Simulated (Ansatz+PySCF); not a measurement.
The numbers below are computed, except where a source is named.
# Several solutions for singlet CH4

```xyz
5

C     0.0000    0.0000    0.0000
H     1.2680    1.2680    1.2680
H     0.6340   -0.6340   -0.6340
H    -0.6340    0.6340   -0.6340
H    -0.6340   -0.6340    0.6340
```

Basis set: cc-pVDZ (spherical functions). Charge 0, multiplicity 1.

UHF was run from several starts with Ansatz (development build ahead of 0.2.0) and PySCF 2.14.0.

```tsv
run	program	start	converged	energy (hartree)	<S²>
A	PySCF	guess minao, instabilities followed	yes	-40.06267	0.80
B	Ansatz	atomic start, no search	yes	-40.01726	0.00
C	PySCF	guess 1e, instabilities followed	yes	-40.06267	0.80
D	PySCF	guess atom, instabilities followed	yes	-40.06267	0.80
E	Ansatz	search for the lowest state	yes	-40.06267	0.80
F	PySCF	guess huckel, instabilities followed	yes	-40.06267	0.80
G	PySCF	program defaults	yes	-40.01726	0.00
H	Ansatz	stability test followed	yes	-40.06267	0.80
```

Which runs reached the lowest solution of this kind, and what is wrong with the others?

A, C, D, E, F, H reached the lowest solution found. Converged but too high: B by 1.24 eV, G by 1.24 eV. Convergence only shows a stationary point, and even a stable one can lie too high; stability tests and further starts are what find lower ones. Caution: the unrestricted determinant is a mixture of spin states.
